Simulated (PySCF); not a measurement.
# One shape, several levels: CH3Cl (SMILES CCl)

Aim: a comparison of 6 runs (HF/3-21G, CAM-B3LYP/def2-TZVPP, PBE/def2-TZVPP, r2SCAN/def2-TZVPP, wB97X/def2-TZVPP, SCS-MP2/def2-TZVPP) of CH3Cl. Input form: a Python script.

The calculation is run with PySCF 2.14.0.

2 further runs of the same task are left out: 2 set aside as unsound or not needed.

### Step 1. The molecule

CH3Cl: 5 atoms, total charge 0, spin state singlet. As SMILES, `CCl`. The C1–H3 distance was set to 1.631 Å, away from the relaxed value. At this shape a bond of the SMILES string is far longer than usual.

Bond lengths: C1–Cl2 1.773 Å, C1–H4 1.088 Å, C1–H5 1.088 Å. Angles: Cl2–C1–H4 108.7°, Cl2–C1–H5 108.6°, H4–C1–H5 110.3°. A long bond or contact: C1–H3 1.631 Å.

### Step 2. The energy at HF/3-21G (run 1)

Input file run.py:

```python
from pyscf import gto, scf

mol = gto.M(
    atom=[
    ('C', (-0.038947, 0.372715, -0.345416)),
    ('Cl', (1.551353, 0.071915, -1.069216)),
    ('H', (-0.284800, -0.715400, 0.844700)),
    ('H', (-0.798047, 0.265615, -1.116816)),
    ('H', (-0.051847, 1.382415, 0.058384)),
],
    max_memory=1860,
    verbose=3,
    basis='3-21g',
    charge=0,
)

mf = scf.RHF(mol)
mf.conv_tol = 1e-10
mf.kernel()
if not mf.converged:
    mf = mf.newton().run(mf.mo_coeff, mf.mo_occ)

e_final = mf.e_tot
print(f'total energy: {e_final:.8f} hartree')
```

On the command line:

```bash
$ OMP_NUM_THREADS=1 python run.py
```

Standard output:

```text
converged SCF energy = -496.596686575247
total energy: -496.59668658 hartree
```

It took 0.81 s on 1 thread of Intel Xeon at 2.70GHz, shared host; peak memory 0.1 GiB.

### Step 3. The energy at CAM-B3LYP/def2-TZVPP (run 2)

Input file calc.py:

```python
from pyscf import gto, dft

mol = gto.M(
    atom=[
    ('C', (-0.038947, 0.372715, -0.345416)),
    ('Cl', (1.551353, 0.071915, -1.069216)),
    ('H', (-0.284800, -0.715400, 0.844700)),
    ('H', (-0.798047, 0.265615, -1.116816)),
    ('H', (-0.051847, 1.382415, 0.058384)),
],
    max_memory=1860,
    charge=0,
    verbose=3,
    basis='def2-tzvpp',
)

mf = dft.RKS(mol)
mf.xc = 'cam-b3lyp'
mf.conv_tol = 1e-10
mf.grids.level = 5
mf.kernel()
if not mf.converged:
    mf = mf.newton().run(mf.mo_coeff, mf.mo_occ)

etot = mf.e_tot
print('E = %.10f Eh' % etot)
```

On the command line:

```bash
$ OMP_NUM_THREADS=1 python calc.py
```

Standard output:

```text
converged SCF energy = -500.050117035826
E = -500.0501170358 Eh
```

Wall time 24 s (1 thread of Intel Xeon at 2.70GHz, shared host); peak memory 0.6 GiB.

### Step 4. A single-point energy at PBE/def2-TZVPP (run 3)

Input file job.py:

```python
from pyscf import gto, dft

system = gto.M(
    atom=[
    ('C', (-0.038947, 0.372715, -0.345416)),
    ('Cl', (1.551353, 0.071915, -1.069216)),
    ('H', (-0.284800, -0.715400, 0.844700)),
    ('H', (-0.798047, 0.265615, -1.116816)),
    ('H', (-0.051847, 1.382415, 0.058384)),
],
    basis='def2-tzvpp',
    verbose=3,
    max_memory=1860,
)

mf = dft.RKS(system, xc='pbe')
mf.conv_tol = 1e-10
mf.grids.level = 5
mf.kernel()
if not mf.converged:
    mf = mf.newton().run(mf.mo_coeff, mf.mo_occ)

e_tot = mf.e_tot
print('E = %.10f Eh' % e_tot)
```

On the command line:

```bash
$ OMP_NUM_THREADS=1 python job.py
```

Standard output:

```text
converged SCF energy = -499.821058194274
E = -499.8210581943 Eh
```

Wall time 16 s (1 thread of Intel Xeon at 2.70GHz, shared host); peak memory 0.6 GiB.

Runs 4 to 5 aren't shown in full; the table further down has their settings and results.

### Step 5. The energy at SCS-MP2/def2-TZVPP (run 6)

Input file job.py:

```python
from pyscf import gto, mp

molecule = gto.M(
    atom='''
C   -0.038947   0.372715  -0.345416
Cl   1.551353   0.071915  -1.069216
H   -0.284800  -0.715400   0.844700
H   -0.798047   0.265615  -1.116816
H   -0.051847   1.382415   0.058384
''',
    verbose=3,
    max_memory=1860,
    charge=0,
    basis='def2-tzvpp',
)

mf = molecule.RHF()
mf.conv_tol = 1e-10
mf.kernel()
if not mf.converged:
    mf = mf.newton().run(mf.mo_coeff, mf.mo_occ)

pt = mp.MP2(mf, frozen=6).run()
e_tot = mf.e_tot + 1.2 * pt.e_corr_os + pt.e_corr_ss / 3
print(f'total energy: {e_tot:.8f} hartree')
```

On the command line:

```bash
$ OMP_NUM_THREADS=1 python job.py
```

Standard output:

```text
converged SCF energy = -499.053760718765
E(RMP2) = -499.434571094672  E_corr = -0.38081037590747
E(SCS-RMP2) = -499.437117250903  E_corr = -0.383356532138265
total energy: -499.43711725 hartree
```

Wall time 4.8 s (1 thread of Intel Xeon at 2.70GHz, shared host); peak memory 0.32 GiB.

### Step 6. Overview of the runs

```tsv
run	level	integration grid	frozen core orbitals	energy (Eh)	dipole moment (D) of the reference	HOMO energy (eV)	LUMO energy (eV)	wall time
1	HF/3-21G	–	–	-496.596687	2.18	-11.17	3.63	0.81 s
2	CAM-B3LYP/def2-TZVPP	5	–	-500.050117	1.57	-9.51	0.25	24 s
3	PBE/def2-TZVPP	5	–	-499.821058	1.44	-6.87	-1.77	16 s
4	r2SCAN/def2-TZVPP	5	–	-500.005236	1.53	-7.17	-1.56	29 s
5	wB97X/def2-TZVPP	5	–	-500.046421	1.60	-10.55	1.37	26 s
6	SCS-MP2/def2-TZVPP	–	6	-499.437117	1.71	-11.13	2.60	4.8 s
```

### Step 7. What came out

```
                                          quantity          value
                               run 6: total energy  -499.43712 Eh
       run 6: dipole moment (Hartree–Fock density)         1.71 D
        run 6: HOMO energy (Hartree–Fock orbitals)      -11.13 eV
        run 6: LUMO energy (Hartree–Fock orbitals)        2.60 eV
      run 6: HOMO–LUMO gap (Hartree–Fock orbitals)       13.73 eV
run 6: correlation energy (6 core orbitals frozen)     -383.4 mEh
```

**Reading.** Over runs 1, 2, 3, 4, 5 the dipole moment (its size) runs from 1.44 D (PBE/def2-TZVPP) to 2.18 D (HF/3-21G). The two ends differ in method and basis. Over runs 1, 2, 3, 4, 5 the HOMO–LUMO gap runs from 5.11 eV (PBE/def2-TZVPP) to 14.81 eV (HF/3-21G). Totals of different functionals can't be ranked against each other. All runs together took 1.7 min, the longest 29 s.
